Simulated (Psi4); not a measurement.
# SiNH4O (SMILES [O]N[SiH3]) at U-revPBE/def2-SVPD

Aim: the energy change on altering one bond length of SiNH4O at U-revPBE/def2-SVPD, from 2 runs. 

Program for the calculation: Psi4 1.11.

2 further runs of the same task are left out: 2 set aside as unsound or not needed.

### Step 1. The molecule

SiNH4O has 7 atoms, charge 0, and is taken as a doublet. SMILES: `[O]N[SiH3]`. Geometry: relaxed at GFN2-xTB.

Bond lengths: O1–N2 1.283 Å, N2–Si3 1.756 Å, N2–H4 1.022 Å, Si3–H5 1.462 Å, Si3–H6 1.460 Å, Si3–H7 1.460 Å. Angles: O1–N2–Si3 120.5°, O1–N2–H4 114.4°, Si3–N2–H4 125.1°, N2–Si3–H5 101.4°, N2–Si3–H6 107.6°, N2–Si3–H7 107.6°, H5–Si3–H6 113.9°, H5–Si3–H7 113.9°, H6–Si3–H7 111.5°.

### Step 2. Energy and gradient at U-revPBE/def2-SVPD

h4nosi.xyz reads:

```xyz
7
H4NOSi
O     -0.319550    -1.681360     0.963970
N     -0.466220    -0.878510    -0.025620
Si     0.335030     0.684380    -0.030540
H     -1.070320    -1.232130    -0.770820
H     -0.101510     1.229980    -1.314450
H     -0.150000     1.433580     1.125080
H      1.772560     0.444060     0.052370
```

h4nosi_ase.py reads:

```python
import numpy as np
from ase.calculators.psi4 import Psi4
from ase.io import read

mol = read('h4nosi.xyz')
calc = Psi4(atoms=mol, method='revpbe', basis='def2-SVPD', memory='1600MB', num_threads=1, charge=0, multiplicity=2, label='h4nosi', reference='uks')
calc.psi4.set_options({'puream': True, 'e_convergence': 1e-09, 'd_convergence': 1e-08, 'scf_type': 'pk', 'dft_radial_points': 99, 'dft_spherical_points': 590, 'maxiter': 200})
mol.calc = calc

forces = mol.get_forces()
print(f'energy: {mol.get_potential_energy():.6f} eV')
print('forces / eV A^-1')
print(np.round(forces, 5))
```

On the command line:

```
$ python h4nosi_ase.py
```

h4nosi.dat:

```text
[...]
  Running in c1 symmetry.
[...]
  Nuclear repulsion =  108.348355561687896
[...]
  Multiplicity = 2
[...]
  Nalpha       = 17
  Nbeta        = 16
[...]
    Number of basis functions: 99
[...]
   @UKS iter   1:  -421.36867361347032   -1.85581e-01   5.56298e-03 ADIIS/DIIS
[...]
   @UKS iter  13:  -421.52156933818162   -1.19371e-12   4.97431e-09 DIIS
[...]
   @S^2 Observed:                7.522648409E-01
[...]
    Orbital Energies [Eh]
    ---------------------
    Alpha Occupied:
       1A    -65.448583     2A    -18.796159     3A    -14.091966
       4A     -5.090346     5A     -3.501360     6A     -3.498332
       7A     -3.497794     8A     -1.005850     9A     -0.693746
      10A     -0.534208    11A     -0.449451    12A     -0.402808
      13A     -0.402594    14A     -0.333700    15A     -0.325071
      16A     -0.222732    17A     -0.182553
    Alpha Virtual:
      18A     -0.032321    19A      0.000974    20A      0.013802
      21A      0.021713    22A      0.030713    23A      0.057108
      24A      0.093532    25A      0.096400    26A      0.101844
[...]
  @UKS Final Energy:  -421.52156933818162
   => Energetics <=
    Nuclear Repulsion Energy =            108.3483555616878959
    One-Electron Energy =                -796.0812886068556509
    Two-Electron Energy =                 303.9496990180597322
    DFT Exchange-Correlation Energy =     -37.7383353110735911
    Empirical Dispersion Energy =           0.0000000000000000
    VV10 Nonlocal Energy =                  0.0000000000000000
    Total Energy =                       -421.5215693381816209
[...]
 Multipole Moments:
 ------------------------------------------------------------------------------------
     Multipole            Electronic (a.u.)      Nuclear  (a.u.)        Total (a.u.)
 ------------------------------------------------------------------------------------
 L = 1.  Multiply by 2.5417464519 to convert [e a0] to [Debye]
 Dipole X            :         -0.6219425            0.5399628           -0.0819797
 Dipole Y            :         -2.1409472            2.8726710            0.7317238
 Dipole Z            :          0.8448244           -1.6558487           -0.8110243
 Magnitude           :                                                    1.0953999
[...]
  -Total Gradient:
     Atom            X                  Y                   Z
    ------   -----------------  -----------------  -----------------
       1       -0.002871863877     0.010113122294    -0.014334408677
       2        0.007239966675     0.012622629785     0.001420115465
       3       -0.001268305149    -0.003704669410     0.000882411148
       4        0.006712014160     0.001381191583     0.010617740671
       5        0.001777990975    -0.009904005947     0.012304674455
       6        0.003462604933    -0.010011689551    -0.010595421200
       7       -0.015044873331    -0.000487760681    -0.000289930953
[...]
```

The script printed:

```text
energy: -11470.186141 eV
forces / eV A^-1
[[ 0.14768 -0.52004  0.7371 ]
 [-0.37229 -0.64908 -0.07303]
 [ 0.06522  0.1905  -0.04538]
 [-0.34515 -0.07102 -0.54599]
 [-0.09143  0.50928 -0.63273]
 [-0.17805  0.51482  0.54484]
 [ 0.77364  0.02508  0.01491]]
```

Wall time 34 s (1 thread of Intel Xeon Platinum 8488C (Sapphire Rapids), shared host); peak memory 0.76 GiB.

### Step 3. The distorted shape, same level

job.in reads:

```
memory 1600 MB

molecule mol {
  0 2
  O
  N 1 R2
  Si 2 R3 1 A3
  H 2 R4 1 A4 3 D4
  H 3 R5 2 A5 4 D5
  H 3 R6 2 A6 4 D6
  H 3 R7 6 A7 2 D7

  R2 = 1.282719
  R3 = 1.756317
  A3 = 120.46169
  R4 = 1.022403
  A4 = 114.41794
  D4 = -179.96555
  R5 = 3.2158
  A5 = 101.44125
  D5 = -0.32227
  R6 = 1.460141
  A6 = 107.62771
  D6 = 119.49786
  R7 = 1.459836
  A7 = 111.50748
  D7 = -117.8056
  symmetry c1
}

set {
  basis                def2-SVPD
  reference            uks
  puream               true
  e_convergence        1e-09
  d_convergence        1e-08
  scf_type             pk
  dft_radial_points    99
  dft_spherical_points 590
  maxiter              200
}

energy_value, wavefunction = gradient('revpbe', return_wfn=True)
oeprop(wavefunction, 'MAYER_INDICES', 'QUADRUPOLE', 'WIBERG_LOWDIN_INDICES')
print_variables()
```

On the command line:

```
$ psi4 -i job.in -o job.out -n 1
```

job.out (excerpt; [...] marks lines left out):

```text
[...]
  Running in c1 symmetry.
[...]
  Nuclear repulsion =  104.476886376506783
[...]
  Multiplicity = 2
[...]
  Nalpha       = 17
  Nbeta        = 16
[...]
    Number of basis functions: 99
[...]
   @UKS iter   1:  -420.63232126101576    3.84780e-01   9.84798e-03 ADIIS/DIIS
[...]
   @UKS iter  27:  -421.37283666548234   -1.64846e-12   3.25542e-09 DIIS
[...]
   @S^2 Observed:                1.754985466E+00
[...]
  @UKS Final Energy:  -421.37283666548234
   => Energetics <=
    Nuclear Repulsion Energy =            104.4768863765067834
    One-Electron Energy =                -788.1792704331486448
    Two-Electron Energy =                 299.9930837042795702
    DFT Exchange-Correlation Energy =     -37.6635363131200265
    Empirical Dispersion Energy =           0.0000000000000000
    VV10 Nonlocal Energy =                  0.0000000000000000
    Total Energy =                       -421.3728366654823390
[...]
  -Total Gradient:
     Atom            X                  Y                   Z
    ------   -----------------  -----------------  -----------------
       1       -0.000138044237     0.004423290643     0.016888724842
       2        0.000157911151    -0.022710980749     0.001648873267
       3       -0.000033174179     0.010805008549    -0.013752516248
       4        0.000006819367    -0.009168051022    -0.006320528828
       5       -0.000029730043    -0.002136604795    -0.005652364372
       6        0.013750561170     0.009325028777     0.003463728508
       7       -0.013714446724     0.009471886778     0.003732205185
[...]
 Multipole Moments:
 ------------------------------------------------------------------------------------
     Multipole            Electronic (a.u.)      Nuclear  (a.u.)        Total (a.u.)
 ------------------------------------------------------------------------------------
[...]
```

It took 56 s on 1 thread of Intel Xeon Platinum 8488C (Sapphire Rapids), shared host; peak memory 0.74 GiB.

### Step 4. What came out

Level: U-revPBE/def2-SVPD.

| quantity | value |
| --- | --- |
| first shape: total energy | -421.52157 Eh |
| first shape: dipole moment | 2.78 D |
| first shape: HOMO energy (highest over α and β) | -4.97 eV |
| first shape: LUMO energy (lowest over α and β) | -3.38 eV |
| first shape: ⟨S²⟩ | 0.752 |
| first shape: largest force on an atom | 0.914 eV/Å |
| distorted shape: total energy | -421.37284 Eh |
| distorted shape: dipole moment | 2.63 D |
| distorted shape: HOMO energy (highest over α and β) | -5.10 eV |
| distorted shape: LUMO energy (lowest over α and β) | -3.87 eV |
| distorted shape: ⟨S²⟩ | 1.755 |
| distorted shape: largest force on an atom | 1.171 eV/Å |
| energy change with the Si3–H5 bond stretched from 1.462 to 3.216 Å | 4.047 eV |

In words: With the Si3–H5 bond stretched from 1.462 to 3.216 Å the energy rises by 4.05 eV (390 kJ/mol). The first shape isn't relaxed at this level, so the change isn't measured from a minimum. The largest force (first shape) is 0.91 eV/Å: the shape isn't a stationary point for this species at this level. ⟨S²⟩ (distorted shape) is 1.75 where a pure doublet has 0.75: the reference is spin-contaminated.
